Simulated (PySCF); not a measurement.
Compound: BH₇N₂.
Numbering: `[NH2:1][BH2-:2][NH3+:3]` (hydrogens: H4, H5 on N1; H6, H7 on B2; H8, H9, H10 on N3)

Level of theory: PySCF 2.14.0, PBE0-D3(BJ)/def2-SVP geometry optimisation, gas phase.

(1) Give the optimised bond lengths and angles.

## Answers

(1) 
```tsv
bond	length (pm)	order
N1–B2	149.0	single
B2–N3	168.6	single
N1–H4, N1–H5	101.3	single
B2–H6, B2–H7	123.2	single
N3–H8, N3–H9, N3–H10	102.1	single
```

Bonds in one row agree within 1 pm and their mean is given. Orders are formal, as drawn. A selection of angles:
```tsv
angle	degrees
B2–N1–H4	115.6
H4–N1–H5	108.0
N1–B2–N3	105.5
N1–B2–H6	115.7
N3–B2–H6	102.2
H6–B2–H7	113.1
B2–N3–H8	109.2
B2–N3–H10	113.0
H8–N3–H9	107.1
H8–N3–H10	109.0
```

N1 (boron-bound nitrogen) is pyramidal (angles 115.6°, 115.6° and 108.0°, sum 339.2°, 0.31 Å off the plane of its three neighbours). B2 (four-coordinate boron) is distorted tetrahedral (angles from 102.2° to 115.7°). N3 (nitrogen bonded to B and 3 H) is distorted tetrahedral (angles from 107.1° to 113.0°). The 2 B–N bonds span 1.490 Å (N1–B2, drawn single) to 1.686 Å (B2–N3, drawn single), a spread of 0.196 Å.

Point group: Cs (tolerance 0.08 Å). No frequency check. The numbers are those of one conformer (H–N1–B2–N3 -116° and 116°).

The run took 29 s wall, 22 s CPU on one thread, x86-64 server, on a shared host. This is the geometry optimisation.
